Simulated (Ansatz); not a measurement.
Cartesian coordinates (Å):
```xyz
5

C      0.0000     0.0000     0.0000
H      0.0538    -0.7774     0.7616
H     -0.2725     0.9466     0.4658
H     -0.7515    -0.2694    -0.7416
H      0.9701     0.1002    -0.4858
```
Charge 0, multiplicity 1.

All values below come from frozen-core CCSD(T)/cc-pVTZ // PBE0-D3(BJ)/def2-TZVP (Ansatz, a program for electronic structure).

```
Property                       Value
----------------------  ------------
HF energy               -40.21332 Ha
MP2 correlation energy   -0.19830 Ha
```

Question: Estimate the CCSD correlation energy, the (T) correction, the total energy and the T1 diagnostic.

Answer: 
```yaml
CCSD correlation energy: -0.21850 Ha
"(T) correction": -0.00629 Ha
CCSD(T) total energy: -40.43810 Ha
T1 diagnostic: 0.007
```
